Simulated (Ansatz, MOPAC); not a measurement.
Species: C₄H₃S (charge 0, doublet). SMILES: [c]1ccsc1

Atoms: S1, C2, C3, C4, C5, H6, H7, H8. Bonds: S1-C2, S1-C3, C2-C4, C2-H6, C3-C5, C3-H7, C4-C5, C5-H8.

Bond lengths (Å) and angles (degrees) optimised at PM3 with MOPAC; PM6 with MOPAC; HF/6-31G* with Ansatz (an electronic-structure program); B3LYP/6-31G* with Ansatz, each started from the B3LYP-D3(BJ)/def2-TZVP structure (Ansatz) of the last column. A row stands for all coordinates that are equal there; 13 of 19 kinds are shown. 6-31G* holds six Cartesian d functions.

| coordinate | PM3 | PM6 | HF/6-31G* | B3LYP/6-31G* | B3LYP-D3(BJ)/def2-TZVP |
|---|---|---|---|---|---|
| S1-C2 | 1.750 | 1.775 | 1.749 | 1.760 | 1.741 |
| S1-C3 | 1.746 | 1.757 | 1.740 | 1.740 | 1.721 |
| C2-C4 | 1.352 | 1.328 | 1.356 | 1.348 | 1.344 |
| C2-H6 | 1.086 | 1.070 | 1.070 | 1.080 | 1.076 |
| C3-C5 | 1.379 | 1.367 | 1.364 | 1.371 | 1.369 |
| C3-H7 | 1.088 | 1.076 | 1.071 | 1.083 | 1.078 |
| C4-C5 | 1.407 | 1.413 | 1.420 | 1.418 | 1.409 |
| C5-H8 | 1.089 | 1.079 | 1.072 | 1.083 | 1.079 |
| C2-S1-C3 | 92.1 | 93.8 | 91.5 | 91.9 | 92.4 |
| S1-C2-C4 | 107.1 | 103.7 | 109.2 | 108.1 | 108.0 |
| S1-C3-C5 | 112.6 | 110.9 | 112.5 | 112.3 | 112.2 |
| C2-C4-C5 | 119.9 | 123.4 | 116.4 | 117.8 | 117.9 |
| C3-C5-C4 | 108.3 | 108.3 | 110.5 | 109.8 | 109.6 |

Mean signed difference of all 8 bond lengths from B3LYP-D3(BJ)/def2-TZVP: PM3 0.010 Å, PM6 0.006 Å, HF/6-31G* 0.003 Å, B3LYP/6-31G* 0.008 Å.
